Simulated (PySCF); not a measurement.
AlCl3, SMILES [Cl][Al]([Cl])[Cl].

The structure is a stationary point at B3LYP-D3(BJ)/def2-SVP. The isomer is the one that the SMILES or the coordinates give; other isomers of the formula were not compared.

Calculation: C-PCM-M06-2X/def2-SVP (PySCF).

The values are the electrostatic part of the solvation free energy, E(continuum) − E(gas) at the gas-phase geometry, in a cavity of scaled van der Waals radii (PySCF's table); cavitation and dispersion terms are not included. A continuum can't describe solvent molecules that bind to the metal. In vacuum the orbital gap is 10.04 eV. The dipole moment in vacuum is 0.00 D.

Computed values in water (ε = 78.36), acetonitrile (ε = 35.69), chloroform (ε = 4.71):
| solvent | ε | ΔG(elec) (kcal/mol) | dipole (D) | gap (eV) |
|---|---|---|---|---|
| water | 78.36 | -5.8 | 0.00 | 10.36 |
| acetonitrile | 35.69 | -5.7 | 0.00 | 10.36 |
| chloroform | 4.71 | -4.5 | 0.00 | 10.29 |
